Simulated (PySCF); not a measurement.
## Fluorine: a sound run and one with changed settings

Sound run: F [He] 2s2 2p5, F+ [He] 2s2 2p4. Calculation: PySCF 2.14, in cc-pVDZ (3s2p1d, 14 functions); the non-relativistic Hamiltonian (point nucleus). In the sound run the correlated levels freeze 1s2. The sound run starts from symmetry-adapted Hartree-Fock orbitals and uses a fine grid where one is needed.

Changed run: all electrons correlated in a basis built for the valence shell.

```tsv
species	method	sound run (hartree)	changed run (hartree)	converged
F	MP2	-99.51584	-99.51776	yes
F	CCSD(T)	-99.52757	-99.52932	yes
F+	MP2	-98.89901	-98.90077	yes
F+	CCSD(T)	-98.91361	-98.91523	yes
```

Ionisation energy of F:

```tsv
method	sound run (eV)	changed run (eV)
UHF	15.640	15.640
MP2	16.785	16.789
SCS-MP2	16.744	16.745
CCSD	16.704	16.707
CCSD(T)	16.707	16.710
```

A valence basis has no tight correlating functions, so it recovers only part of the core correlation, and not evenly between atom and ion.

For comparison, NIST gives 17.423 eV between the lowest levels.
